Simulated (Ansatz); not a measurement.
**Property card for SrAg₄Sb₂**

Theory: DFT r2SCAN, scalar-relativistic, plane waves, PAW in Ansatz 0.2.0.

Plane waves to 500 eV, a k mesh through Γ of 12×12×12 on the computed 7-atom cell and Gaussian smearing (0.10 eV); no spin polarisation.

The structure is relaxed at this level of theory with its symmetry kept.

```cif
data_structure
_symmetry_space_group_name_H-M 'R-3m:H'
_symmetry_Int_Tables_number 166
_cell_length_a 4.7519
_cell_length_b 4.7519
_cell_length_c 25.3237
_cell_angle_alpha 90.000
_cell_angle_beta 90.000
_cell_angle_gamma 120.000
_cell_volume 495.21
loop_
_atom_site_label
_atom_site_type_symbol
_atom_site_symmetry_multiplicity
_atom_site_Wyckoff_symbol
_atom_site_fract_x
_atom_site_fract_y
_atom_site_fract_z
_atom_site_occupancy
Sr1 Sr 3 a 0.00000 0.00000 0.00000 1
Ag1 Ag 6 c 0.33333 0.66667 0.80943 1
Ag2 Ag 6 c 0.66667 0.33333 0.76896 1
Sb1 Sb 6 c 0.33333 0.66667 0.92130 1
```

Question: Formation energy from the elements' standard states (uncorrected)?

Answer: -0.363 eV/atom.

Question: Density of states at the Fermi level?

Answer: 0.79 states/eV per cell.

Question: Bader charges (e)?

Answer: Sr (1 in the cell) 1.42, Ag (2 in the cell) 0.04, Ag (2 in the cell) -0.11, Sb (2 in the cell) -0.64.

Spin-orbit coupling is left out, which matters for the bands of heavy elements.

Cost: 1 run of about 9.8 core-minutes, on Oxide Virtual Turin-like Processor (Zen 5) (shared hosts).